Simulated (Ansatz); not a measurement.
```yaml
crystal:
  periodic: [false, false, false]
  atoms:
    - {symbol: Zr, position_ang: [-0.305565, -0.004742, -0.000535]}
    - {symbol: O, position_ang: [1.603457, -0.021374, 0.003024]}
    - {symbol: H, position_ang: [2.203044, 0.768426, 0.000451]}
basis:
  gaussian: {orbitals: def2-TZVP}
total_charge: 1
magnetization: {spin_polarized: true, initial_magnetization: 2}
hamiltonian: {xc: pbe0}
relax: {f_tol: 0.004, max_steps: 80}
```

```sh
$ ansatz run in.yaml --threads 1 --pin off --events-out ev --progress --plain --max-ram 2176MiB
```

Steps of the relaxation (energy above the last step; positions in Å, forces in eV/Å):

```
3
step 1, 307.9 meV
Zr   -0.306   -0.005   -0.001    1.637   -0.222    0.004
O     1.603   -0.021    0.003   -1.273    1.361   -0.009
H     2.203    0.768    0.000   -0.364   -1.139    0.005
```

```
3
step 2, 200.8 meV
Zr   -0.284   -0.016    0.000    0.229   -0.235    0.002
O     1.569    0.013    0.003   -0.268    0.875   -0.005
H     2.215    0.746    0.001    0.039   -0.641    0.003
```

```
3
step 3, 115.4 meV
Zr   -0.296   -0.051    0.000   -0.273   -0.221    0.001
O     1.526    0.084    0.002    0.274    0.713   -0.003
H     2.271    0.709    0.001   -0.002   -0.492    0.002
```

```
3
step 7, 0.0 meV
Zr   -0.316   -0.148    0.000    0.004    0.001    0.000
O     1.443    0.321    0.001    0.022    0.006    0.000
H     2.374    0.569    0.002   -0.026   -0.007    0.000
```

```
3
step 8, 0.0 meV
Zr   -0.316   -0.148    0.000    0.000    0.000    0.000
O     1.443    0.321    0.001    0.001    0.000    0.000
H     2.374    0.569    0.002    0.000    0.000    0.000
```

Close pairs at the end: O2–H3 0.964 Å, Zr1–O2 1.820 Å, Zr1–H3 2.784 Å.

A stationary point of unrestricted PBE0 after 8 steps, with ⟨S²⟩ = 2.004 against 2.00 for a pure state; no frequencies were run, so it isn't proven a minimum. 2.7 min on 1 thread of Intel Xeon Platinum 8175M, shared host.
